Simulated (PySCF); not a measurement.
B3LYP has the VWN-RPA correlation part, as in Gaussian. Delta-SCF ions had no search for a lower state. Excitations are Tamm–Dancoff values on a coarser integration grid. The basis has no diffuse functions, so Rydberg states are missing or too high.

Cartesian coordinates (Å):
SMILES: C[SiH3]
```xyz
8

C     -0.9858    -0.0685     0.0240
Si     0.8855     0.0615    -0.0216
H     -1.2993    -0.9923     0.5135
H     -1.4003    -0.0632    -0.9857
H     -1.4202     0.7692     0.5725
H      1.4435     0.0538     1.3529
H      1.4706    -1.0791    -0.7680
H      1.3060     1.3186    -0.6877
```
Charge 0, spin multiplicity 1.

What is the computed S1 oscillator strength, HOMO, S1–T1 gap (TDA), dipole moment and vertical ionisation energy (Delta-SCF) (B3LYP-D3(BJ)/def2-TZVP (PySCF))?


| Item | Result |
|---|---|
| S1 oscillator strength | 0.002 |
| HOMO | -8.98 eV |
| S1–T1 gap (TDA) | 0.67 eV |
| dipole moment | 0.78 D |
| vertical ionisation energy (Delta-SCF) | 11.58 eV |
